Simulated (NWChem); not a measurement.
# C4H4O (furan) at 3 levels

Wanted: a comparison of 3 runs (M06-2X/pcseg-1, r2SCAN/def2-TZVP, MP2/6-311+G**) of C4H4O (furan). 

The calculation is run with NWChem 7.3.0.

### 1 The system as given

C4H4O has 9 atoms, charge 0, and is taken as a singlet. As SMILES, `c1ccoc1`. Geometry: relaxed at PBE0-D4/def2-TZVP.

Bond lengths: C1–C2 1.427 Å, C2–C3 1.353 Å, C3–O4 1.351 Å, C1–C5 1.353 Å, O4–C5 1.351 Å, C1–H6 1.078 Å, C2–H7 1.078 Å, C3–H8 1.077 Å, C5–H9 1.077 Å. Some angles: C1–C2–C3 106.0°, C2–C1–C5 106.0°, C2–C3–O4 110.5°, C3–O4–C5 107.0°, C1–C5–O4 110.5°, C1–C2–H7 127.6°, C3–C2–H7 126.5°, C2–C1–H6 127.6°, C5–C1–H6 126.5°, C2–C3–H8 133.4°.

### 2 Energy and forces at M06-2X/pcseg-1 (run 1)

Input file c4h4o.nw:

```
start c4h4o
title "C4H4O gradient"
memory stack 880 mb heap 220 mb global 1100 mb

geometry noautosym nocenter noautoz
  C     0.281100    0.977400   -0.084000
  C     0.817600   -0.248800   -0.579600
  C    -0.000500   -1.224800   -0.122600
  O    -1.001000   -0.697400    0.616400
  C    -0.817300    0.641100    0.630900
  H     0.663600    1.973100   -0.240900
  H     1.694300   -0.382300   -1.192800
  H    -0.006600   -2.296600   -0.230700
  H    -1.542600    1.212000    1.186300
end

basis spherical bse
  * library pcseg-1
end

dft
  xc m06-2x
  mult 1
  grid fine
  convergence energy 1e-08
  maxiter 100
  mulliken
end

task dft gradient
```

Launch:

```console
$ nwchem c4h4o.nw > c4h4o.out
```

Output:

```text
[...]
          Wavefunction type:  closed shell.
          No. of atoms     :     9
          No. of electrons :    36
[...]
          Charge           :     0
          Spin multiplicity:     1
[...]
          AO basis - number of functions:    90
[...]
              XC Information
              --------------
                       M06-2X Method XC Functional
                     Hartree-Fock (Exact) Exchange  0.540
                        M06-2X Exchange Functional  1.000
                      M06-2X Correlation Potential  1.000
[...]
 d= 0,ls=0.0,diis     1   -229.8357071429 -3.92D+02  6.32D-03  3.25D-01     1.2
[...]
 d= 0,ls=0.0,diis    10   -229.8834411442 -4.96D-09  1.33D-06  4.76D-09    10.2
         Total DFT energy =     -229.883441144157
      One electron energy =     -630.679284017142
           Coulomb energy =      270.682427660972
    Exchange-Corr. energy =      -31.678240400677
 Nuclear repulsion energy =      161.791655612691
[...]
      Total Density - Mulliken Population Analysis
     ---------------------------------------------
    Atom       Charge   Shell Charges
 -----------   ------   -------------------------------------------------------
    1 C    6     6.17   2.00  0.73  0.48  2.14  0.79  0.03
    2 C    6     6.17   2.00  0.73  0.48  2.14  0.79  0.03
    3 C    6     5.83   2.00  0.74  0.39  2.07  0.57  0.06
    4 O    8     8.41   2.00  0.91  0.88  2.94  1.65  0.03
    5 C    6     5.83   2.00  0.74  0.39  2.06  0.57  0.06
    6 H    1     0.90   0.77  0.12  0.02
    7 H    1     0.90   0.77  0.12  0.02
    8 H    1     0.89   0.77  0.10  0.02
    9 H    1     0.89   0.77  0.10  0.02
[...]
  wavefunction    = closed shell
                         DFT ENERGY GRADIENTS
    atom               coordinates                        gradient
                 x          y          z           x          y          z
   1 C       0.531202   1.847018  -0.158737   -0.000451  -0.001795   0.000205
   2 C       1.545040  -0.470164  -1.095285   -0.001547   0.000472   0.001040
   3 C      -0.000945  -2.314536  -0.231680    0.000196   0.002475   0.000148
   4 O      -1.891616  -1.317895   1.164827    0.000818   0.000485  -0.000472
   5 C      -1.544473   1.211503   1.192228    0.001767  -0.001070  -0.001399
   6 H       1.254022   3.728618  -0.455235   -0.000928  -0.002843   0.000343
   7 H       3.201763  -0.722442  -2.254065   -0.002393   0.000546   0.001687
   8 H      -0.012472  -4.339945  -0.435960    0.000379   0.002904   0.000049
   9 H      -2.915091   2.290348   2.241782    0.002160  -0.001174  -0.001603
[...]
```

It took 14 s on 1 thread of AMD EPYC 9R45 (Zen 5), shared host; peak memory 0.12 GiB.

### 3 Energy and forces at r2SCAN/def2-TZVP (run 2)

Input file run.py:

```python
from ase import Atoms
from ase.calculators.nwchem import NWChem

mol = Atoms('CCCOCHHHH', positions=[
    [0.281100, 0.977400, -0.084000],
    [0.817600, -0.248800, -0.579600],
    [-0.000500, -1.224800, -0.122600],
    [-1.001000, -0.697400, 0.616400],
    [-0.817300, 0.641100, 0.630900],
    [0.663600, 1.973100, -0.240900],
    [1.694300, -0.382300, -1.192800],
    [-0.006600, -2.296600, -0.230700],
    [-1.542600, 1.212000, 1.186300],
])

calc = NWChem(
    label='geom',
    theory='dft',
    memory='2200 mb',
    basis='def2-TZVP',
    basispar='spherical bse',
    dft={'xc': 'r2scan', 'mult': '1', 'grid': 'fine', 'convergence': 'energy 1e-08', 'iterations': '100', 'mulliken': None},
)
mol.calc = calc

forces = mol.get_forces()
e = mol.get_potential_energy()
print(f"E = {e:.6f} eV")
print("forces (eV/A):")
for s, f in zip(mol.symbols, forces):
    print(f"{s:2s} {f[0]:10.5f} {f[1]:10.5f} {f[2]:10.5f}")
print("dipole (e A):", mol.get_dipole_moment().round(4))
```

Launch:

```console
$ export ASE_NWCHEM_COMMAND="nwchem PREFIX.nwi > PREFIX.nwo"
$ python run.py
```

Output:

```text
E = -6258.170091 eV
forces (eV/A):
C     0.17206    0.12192   -0.10907
C     0.17962    0.11673   -0.10716
C     0.18399   -0.37399   -0.16604
O    -0.35815   -0.24168    0.21762
C    -0.15257    0.39271    0.14928
H     0.00442    0.00473   -0.00293
H     0.00458    0.00247   -0.00252
H    -0.02077   -0.00298    0.01368
H    -0.01316   -0.01985    0.00720
dipole (e A): [ 0.0832  0.057  -0.0509]
```

The calculator wrote geom.nwi:

```
title "geom"

permanent_dir geom

scratch_dir geom

start geom

geometry units angstrom nocenter noautosym noautoz
  C  2.8110000000000002e-01 9.7740000000000005e-01 -8.4000000000000005e-02
  C  8.1759999999999999e-01 -2.4879999999999999e-01 -5.7960000000000000e-01
  C  -5.0000000000000001e-04 -1.2248000000000001e+00 -1.2260000000000000e-01
  O  -1.0009999999999999e+00 -6.9740000000000002e-01 6.1639999999999995e-01
  C  -8.1730000000000003e-01 6.4110000000000000e-01 6.3090000000000002e-01
  H  6.6359999999999997e-01 1.9731000000000001e+00 -2.4090000000000000e-01
  H  1.6942999999999999e+00 -3.8229999999999997e-01 -1.1928000000000001e+00
  H  -6.6000000000000000e-03 -2.2966000000000002e+00 -2.3069999999999999e-01
  H  -1.5426000000000000e+00 1.2120000000000000e+00 1.1862999999999999e+00
end

memory 2200 mb

basis spherical bse noprint
   * library def2-TZVP
end

dft
  xc r2scan
  mult 1
  grid fine
  convergence energy 1e-08
  iterations 100
  mulliken
end

task dft gradient
```

geom.nwo:

```text
Northwest Computational Chemistry Package (NWChem) 7.3.0
             --------------------------------------------------------

           Job information
           ---------------

    nwchem branch   = 7.3.0
    use scalapack   = T
    input           = geom.nwi
    prefix          = geom.
    data base       = geom/geom.db
    status          = startup
    nproc           =        1

           Memory information
           ------------------

    heap     =     72089594 doubles =      550.0 Mbytes
    stack    =     72089599 doubles =      550.0 Mbytes
    global   =    144179200 doubles =     1100.0 Mbytes (distinct from heap & stack)
    total    =    288358393 doubles =     2200.0 Mbytes
    verify   = yes
    hardfail = no

           Directory information
           ---------------------

  0 permanent = geom
  0 scratch   = geom

                                NWChem Input Module
                                -------------------

                                       geom
                                       ----

[... 94 lines left out ...]
  convergence criterion.
[... 17 lines left out ...]
          Convergence on gradient requested:  5.00D-04
[... 23 lines left out ...]
          Convergence aids based upon iterative change in
[... 28 lines left out ...]
 1-e energy   =    -627.353467
[... 41 lines left out ...]
         Total DFT energy =     -229.983510778292
[... 2 lines left out ...]
    Exchange-Corr. energy =      -31.691639403089
[... 1326 lines left out ...]
          Convergence on energy requested:  1.00D-08
[... 21 lines left out ...]
          Spatial weights used:  Erf1
[... 4 lines left out ...]
          total energy or number of iterations.
[... 18 lines left out ...]
                            NWChem DFT Gradient Module
                            --------------------------

                                       geom

  charge          =   0.00
  wavefunction    = closed shell

                         DFT ENERGY GRADIENTS

    atom               coordinates                        gradient
                 x          y          z           x          y          z
   1 C       0.531202   1.847018  -0.158737   -0.003346  -0.002371   0.002121
   2 C       1.545040  -0.470164  -1.095285   -0.003493  -0.002270   0.002084
   3 C      -0.000945  -2.314536  -0.231680   -0.003578   0.007273   0.003229
[... 5 lines of this table left out ...]
   9 H      -2.915091   2.290348   2.241782    0.000256   0.000386  -0.000140

                 ----------------------------------------
                 |  Time  |  1-e(secs)   |  2-e(secs)   |
                 ----------------------------------------
                 |  CPU   |       0.02   |      18.06   |
                 ----------------------------------------
                 |  WALL  |       0.02   |      18.06   |
                 ----------------------------------------

 Task  times  cpu:       77.4s     wall:       77.4s
 Total times  cpu:       77.4s     wall:       77.4s
```

Wall time 78 s (1 thread of AMD EPYC 9R45 (Zen 5), shared host); peak memory 0.14 GiB.

### 4 Energy and gradient at MP2/6-311+G(d,p) (run 3)

Input file c4h4o.nw:

```
echo
start c4h4o
title "C4H4O gradient"
memory total 2200 mb

geometry units angstroms noautosym nocenter noautoz
  C      0.281100     0.977400    -0.084000
  C      0.817600    -0.248800    -0.579600
  C     -0.000500    -1.224800    -0.122600
  O     -1.001000    -0.697400     0.616400
  C     -0.817300     0.641100     0.630900
  H      0.663600     1.973100    -0.240900
  H      1.694300    -0.382300    -1.192800
  H     -0.006600    -2.296600    -0.230700
  H     -1.542600     1.212000     1.186300
end

basis spherical bse
  * library 6-311+G**
end

scf
  thresh 1e-08
  maxiter 80
  noprint "final vectors analysis"
end

mp2
  freeze core 5
  tight
end

task mp2 gradient
```

Launch:

```console
$ nwchem c4h4o.nw > c4h4o.out
```

Output:

```text
[...]
  functions       =   134
[...]
  wavefunction    = RHF
[...]
         Total SCF energy =   -228.683922879103
      One-electron energy =   -630.460687890912
      Two-electron energy =    239.985109399118
 Nuclear repulsion energy =    161.791655612691
        Time for solution =     29.3s
[...]
          Total MP2 energy          -229.435241175819
[...]
                         mp2 ENERGY GRADIENTS
    atom               coordinates                        gradient
                 x          y          z           x          y          z
   1 C       0.531202   1.847018  -0.158737   -0.011896  -0.008373   0.007307
   2 C       1.545040  -0.470164  -1.095285   -0.012126  -0.008032   0.007402
   3 C      -0.000945  -2.314536  -0.231680    0.003728   0.014197  -0.001051
   4 O      -1.891616  -1.317895   1.164827    0.008911   0.006029  -0.005425
   5 C      -1.544473   1.211503   1.192228    0.011579  -0.003656  -0.008351
   6 H       1.254022   3.728618  -0.455235   -0.000383  -0.001535   0.000112
   7 H       3.201763  -0.722442  -2.254065   -0.001221   0.000414   0.000870
   8 H      -0.012472  -4.339945  -0.435960    0.000329   0.001343  -0.000079
   9 H      -2.915091   2.290348   2.241782    0.001080  -0.000386  -0.000786
[...]
```

It took 74 s on 1 thread of AMD EPYC 9R45 (Zen 5), shared host; peak memory 0.76 GiB.

### 5 The series

| run | level | integration grid | iteration cap | energy (Eh) | dipole moment (D) | HOMO energy (eV) | LUMO energy (eV) | wall time |
| --- | --- | --- | --- | --- | --- | --- | --- | --- |
| 1 | M06-2X/pcseg-1 | fine | 100 | -229.883441 | 0.65 | -7.90 | 1.26 | 14 s |
| 2 | r2SCAN/def2-TZVP | fine | 100 | -229.983511 | 0.54 | -5.78 | -0.48 | 78 s |
| 3 | MP2/6-311+G** | – | 80 | -229.435241 | 0.65 | – | – | 74 s |

### 6 Results

```
                                                      quantity          value
                                           run 3: total energy  -229.43524 Eh
run 3: dipole moment (of the density that the program reports)         0.65 D
            run 3: correlation energy (5 core orbitals frozen)     -751.3 mEh
                               run 3: largest force on an atom     0.839 eV/Å
```

What this shows: The dipole moment (its size) runs from 0.54 D (r2SCAN/def2-TZVP) to 0.65 D (M06-2X/pcseg-1). The two ends differ in method and basis. Totals of different functionals can't be ranked against each other. All runs together took 2.8 min, the longest 78 s.
